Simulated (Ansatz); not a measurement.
The input, for Ansatz 0.2.0:

```yaml
crystal:
  periodic: [false, false, false]
  atoms:
    - {symbol: B, position_ang: [-0.000235, -0.216621, -0.738904]}
    - {symbol: Si, position_ang: [0.000057, -0.360027, 1.164652]}
    - {symbol: P, position_ang: [0.000067, -0.246140, -2.494670]}
    - {symbol: H, position_ang: [0.000110, 0.822787, 2.068922]}
basis:
  gaussian: {orbitals: cc-pVDZ}
total_charge: 1
magnetization: {spin_polarized: false, initial_magnetization: 4}
correlation: {active_space: {ras: {orbitals: [4, 4, 36], electrons: 13, max_holes: 2, max_particles: 2}, fixed_orbitals: true}}
```

```sh
$ ansatz run in.yaml --threads 1 --pin off --events-out ev --progress --plain --max-ram 2393MiB
```

(1) One thing in this input was set wrong on purpose, beside settings that are merely unusual. What is the gravest fault, and what does the program do?

## Answers

(1) Electron count of the space is wrong. How the run ends: stopped by an error.
```
552 factors; integrals over basis functions are off by at most 1.4e-3 eV
mean field evaluation 1: about -17809.3753 eV, gradient 1.1e1 eV
mean field evaluation 2: about -17809.4464 eV, gradient 1.1e1 eV
mean field evaluation 4: about -17810.6695 eV, gradient 2.1e0 eV
mean field evaluation 8: about -17810.7388 eV, gradient 2.3e-1 eV
mean field -17810.74121798 eV, -654.5326672067 hartree, gradient 1.6e-6 eV, S^2 6.000000; 0 other end points of the search recorded, 0 dependent functions left out
reference -17810.74121798 eV, -654.5326672067 hartree; 19, 15 occupied and 36, 40 virtual orbitals, 552 factors
Error: 13 electrons in 44 orbitals form no window around the highest filled level of the reference
```
